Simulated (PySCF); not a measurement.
Gas-phase reaction: O + 2 B(OH)3 + 3 BF = 3 BF(OH)2 + B2O

Computed with PySCF and rigid-rotor harmonic-oscillator thermochemistry at 1 bar. † marks an energy on the PBE0/def2-TZVP geometry and frequencies; other levels use their own. CCSD(T) freezes the core. 6-31G* has spherical d functions here. Open shells (unrestricted): O (multiplicity 3); the rest are closed-shell singlets. Spin-orbit splitting is ignored; it lowers the true energy and changes the entropy of O. B3LYP is the form with VWN-RPA correlation. BF(OH)2: computed as isolated molecules; such fragments, hydroxides, amides, oligomers or adducts are transient or little studied in the gas. CCSD(T) isn't extrapolated to the basis-set limit. Strong static correlation: B2O.

```csv
level,"ΔH°(298 K), kJ"
B3LYP/6-31G*,___
B3LYP/def2-TZVP†,-890
BLYP/def2-TZVP†,___
CCSD(T)/def2-SVP†,-865
CCSD(T)/def2-TZVPP†,-864
M06-2X/def2-TZVP†,___
PBE/def2-SVP,___
PBE/def2-TZVP†,-921
PBE0/def2-QZVP†,-904
```

What belongs in the gaps?


- B3LYP/6-31G*, ΔH°(298 K), kJ: -909
- BLYP/def2-TZVP†, ΔH°(298 K), kJ: -883
- M06-2X/def2-TZVP†, ΔH°(298 K), kJ: -922
- PBE/def2-SVP, ΔH°(298 K), kJ: -958
